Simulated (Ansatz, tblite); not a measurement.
Cost and result up the ladder for the cluster B₃ (the lowest doublet isomer of a short search) (3 atoms). Charge 0, multiplicity 2. Geometry: PBE-D4/def2-TZVP.

Cartesian coordinates in Å:
```
B -0.324 -0.037 -0.837
B 0.458 0.723 0.273
B -0.134 -0.686 0.564
```

Ansatz on 4 threads of Arm Neoverse V1 on a shared host; xTB runs through tblite on one thread. Times are rough, summed over both states, and most runs start from the orbitals of an earlier one. No level here is sound enough to serve as a yardstick. The other state is a singlet.

The xTB rows come from tblite. The structure comes from a short search, and lower isomers may exist.

Run but left out: HF/def2-TZVPP, MP2/def2-TZVPP, CCSD/def2-TZVPP, CCSD(T)/def2-TZVPP (doublet: ⟨S²⟩ 1.54, where a pure state has 0.75).

Raw xTB energies of ions are shifted by several eV, and xTB has no spin-polarisation term.

```json
{"level": "PBE-D4/def2-TZVP (with forces)", "functions": "93", "vertical IE (eV)": "9.88", "remarks": "restricted SCF unstable in HF (+1 singlet)"}
{"level": "PBE0-D4/def2-TZVP", "functions": "93", "vertical IE (eV)": "9.91", "remarks": "restricted SCF unstable in HF (+1 singlet), spin-contaminated (⟨S²⟩ 0.86) (doublet)"}
{"level": "GFN1-xTB", "functions": "12", "vertical IE (eV)": "12.02", "remarks": "–"}
{"level": "r2SCAN-D4/def2-TZVP", "functions": "93", "vertical IE (eV)": "10.03", "remarks": "restricted SCF unstable in HF (+1 singlet), spin-contaminated (⟨S²⟩ 0.88) (doublet)"}
{"level": "GFN2-xTB", "functions": "12", "vertical IE (eV)": "11.56", "remarks": "–"}
```

Task: Estimate how long each takes.

Result: GFN1-xTB 0.002 s; GFN2-xTB 0.002 s; PBE-D4/def2-TZVP (with forces) 1 s; PBE0-D4/def2-TZVP 1.4 s; r2SCAN-D4/def2-TZVP 2 s. On shared hardware such times vary by a factor of up to 3.
